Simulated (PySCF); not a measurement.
hydrogen fluoride (FH), SMILES F. Geometry optimised at B3LYP-D3(BJ)/def2-TZVPD.

PySCF with TDA-PBE0/def2-TZVPD puts the lowest singlet excitations at 10.07, 10.07, 13.05, 13.05, 13.09, 13.18 eV.

Problem. What are the lowest excitation roots from ADC(2)/aug-cc-pVDZ (PySCF)? (The exact figures need the calculation; the answer reports its results.)

Solution. 9.56, 9.56, 13.27, 13.27, 13.83, 14.42 eV. S1 differs by -0.51 eV (second minus first; roots are paired by order, and the bases may differ).
